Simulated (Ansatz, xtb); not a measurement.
## Relaxing a trial structure of B2H2N

The starting geometry of this gas-phase doublet was built from a drawn formula by distance geometry and a force field; its bonds are those of `[B+]=[BH-][NH]`.

```xyz
5

B     0.1792   -0.5793    1.8787
B     0.5278   -1.8659    2.7498
N     1.7103   -2.7049    2.4636
H    -0.2813   -2.2229    3.5993
H     2.3824   -2.4025    1.7081
```

Problem. Where would you expect an optimisation with r2SCAN-D4/def2-SVP to take it?

Solution. It rearranges to `[B]1BN1`. Contacts that close: B1–N3 (2.68 → 1.40 Å).

The energy falls by 3.33 eV over 15 steps:

```
step  E − E(last) (eV)
   1             3.325
   3             2.625
   4             2.284
   6             1.546
   7             1.372
   9             0.562
  10             0.196
  12             0.003
  13             0.000
  15             0.000
```

Final geometry (Å):

```yaml
atoms:
  - { symbol: B, position_ang: [0.6511, -0.8771, 1.6840] }
  - { symbol: B, position_ang: [0.2899, -1.8935, 2.8999] }
  - { symbol: N, position_ang: [1.4382, -1.9675, 2.0762] }
  - { symbol: H, position_ang: [-0.1470, -2.5230, 3.8185] }
  - { symbol: H, position_ang: [2.2861, -2.5143, 1.9208] }
```

From the same start GFN2-xTB reaches the same bonding as this run.

No frequencies were run, so the end isn't proven a minimum. Open shells are spin-unrestricted. Run with Ansatz 0.2.0, 47 s on 2 threads of Arm Neoverse N1, with other jobs on the host.
